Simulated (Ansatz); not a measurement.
CH6SSi, SMILES `CS[SiH3]`. The species carries charge 0 and has multiplicity 1. The structure was optimised at the PBE0-D4/def2-TZVP level.

```xyz
9

C     0.878    0.187    1.231
S    -0.440    1.161    0.449
Si   -0.885   -0.123   -1.184
H     0.509   -0.787    1.552
H     1.206    0.746    2.107
H     1.725    0.060    0.557
H    -1.972    0.535   -1.949
H    -1.329   -1.461   -0.709
H     0.307   -0.317   -2.053
```

Question: What is the dipole moment at B3LYP/def2-TZVPP? (An estimate is asked.)

Answer: Ansatz gave: 1.39 D, with components (0.94, -0.97, 0.32) D in this frame, pointing from negative to positive charge.

Question: And with PBE, r2SCAN, ωB97M-V? (Best estimate.)

Answer: Ansatz gave: PBE 1.38 D, r2SCAN 1.46 D, ωB97M-V 1.38 D.

Question: Give the Mulliken charges with B3LYP, PBE, r2SCAN in def2-TZVPP. (Estimate.)

Answer: Computed: 
| atom | B3LYP | PBE | r2SCAN |
| --- | --- | --- | --- |
| C1 | -0.28 | -0.27 | -0.15 |
| S2 | -0.21 | -0.19 | -0.23 |
| Si3 | 0.30 | 0.23 | 0.32 |
| H4 | 0.13 | 0.13 | 0.09 |
| H5 | 0.12 | 0.12 | 0.08 |
| H6 | 0.13 | 0.13 | 0.09 |
| H7 | -0.05 | -0.04 | -0.06 |
| H8 | -0.06 | -0.05 | -0.07 |
| H9 | -0.06 | -0.05 | -0.07 |

B3LYP here is the variant with VWN-RPA as its local correlation; programs differ in this.
